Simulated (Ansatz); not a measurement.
# CH5AlO: the cost of one run

All numbers below are computed with Ansatz 0.2.0 (RKS LDA/cc-pVDZ).

## Step 1: The system as given

Bond lengths: Al1–C2 1.970 Å, C2–H3 1.110 Å, C2–H4 1.110 Å, C2–H5 1.110 Å, Al1–H6 1.560 Å, Al1–O7 1.780 Å, O7–H8 1.010 Å. Angles: Al1–C2–H3 109.5°, Al1–C2–H4 109.5°, Al1–C2–H5 109.5°, H3–C2–H4 109.4°, H3–C2–H5 109.4°, H4–C2–H5 109.4°, C2–Al1–H6 120.0°, C2–Al1–O7 120.0°, H6–Al1–O7 120.0°, Al1–O7–H8 109.5°.

Coordinates:

```xyz
8

Al    0.0000    0.0000    0.0000
C     0.0000    0.0000    1.9700
H    -0.9996   -0.3092    2.3405
H     0.7676   -0.7111    2.3405
H     0.2320    1.0203    2.3405
H     1.3510    0.0000   -0.7800
O    -1.5415    0.0000   -0.8900
H    -2.0512   -0.8467   -0.6815
```

## Step 2: Preparing the start

Input file input.yaml:

```yaml
crystal:
  periodic: [false, false, false]
  atoms:
    - { symbol: Al, position_ang: [0.0, 0.0, 0.0] }
    - { symbol: C, position_ang: [0.0, 0.0, 1.97] }
    - { symbol: H, position_ang: [-0.9996, -0.3092, 2.3405] }
    - { symbol: H, position_ang: [0.7676, -0.7111, 2.3405] }
    - { symbol: H, position_ang: [0.232, 1.0203, 2.3405] }
    - { symbol: H, position_ang: [1.351, 0.0, -0.78] }
    - { symbol: O, position_ang: [-1.5415, 0.0, -0.89] }
    - { symbol: H, position_ang: [-2.0512, -0.8467, -0.6815] }
basis:
  gaussian: { orbitals: cc-pVDZ }
hamiltonian:
  xc: lda
relax:
  f_tol: 0.02
  max_steps: 40
```

On the command line:

```console
> ansatz run input.yaml --threads 1 --pin off --max-ram 2048MiB --backend cpu --events-out ev --progress --plain --runs-dir out
```

**Question.** How long does this run take on 1 thread of Arm Neoverse V2, shared host, and how much memory does it need?

About 11 s, with a peak of 0.13 GiB.
